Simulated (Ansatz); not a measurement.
Reaction (homolysis of the N–Si bond): `[SiH3]N[SiH3]` → `[NH][SiH3]`• + `[SiH3]`•

Computed with Ansatz on PBE0-D4/def2-TZVP structures; ΔE is electronic, products minus reactants. CBS: MP2 limit from def2 TZ/QZ plus the TZ coupled-cluster correction, frozen cores. This one scheme is used for every species. Functionals use def2-TZVPP. No spin–orbit coupling; open shells (•) take unrestricted orbitals.

(1) What is ΔE at CCSD(T)/CBS? (Estimate.)

(2) What do these levels give: r2SCAN-D4, B2PLYP, LC-ωPBE, RPA@PBE/def2-TZVPP, HF/def2-SVP, CCSD/CBS(def2)? (Estimate.)

(3) What do rigid-rotor, harmonic-oscillator terms from PBE0-D4/def2-TZVP frequencies (298.15 K, 1 bar) make of the CCSD(T)/CBS value? (Best estimate.)

Largest T1 diagnostic among the species: 0.015.

Results:

(1) The calculation gave: +478.5 kJ/mol.

(2) Computed: r2SCAN-D4 439.1, B2PLYP 457.1, LC-ωPBE 455.4, RPA@PBE/def2-TZVPP 443.9, HF/def2-SVP 354.4, CCSD/CBS(def2) 470.2 kJ/mol.

(3) Computed: ΔZPE = -23.2 kJ/mol, ΔH = +460.2 kJ/mol, ΔS = 158 J/(mol·K), ΔG = +413.2 kJ/mol. Open shells count their whole term as degenerate. Modes under 50 cm⁻¹ make the entropy rough.

Leaving LDA and LC-ωPBE aside and taking each functional with its dispersion term where it has one, the values, not all of them listed here, spread over 40.2 kJ/mol, from revPBE-D4 to ωB97M-V. LDA lies +74.0 kJ/mol from PBE without D4, its usual overbinding. At CCSD(T), def2-SVP lies −32.4 kJ/mol from the extrapolated value and def2-TZVPP −15.7 kJ/mol: correlation converges slowly with the basis, and small sets miss more of it in the bonded molecule than in its fragments.
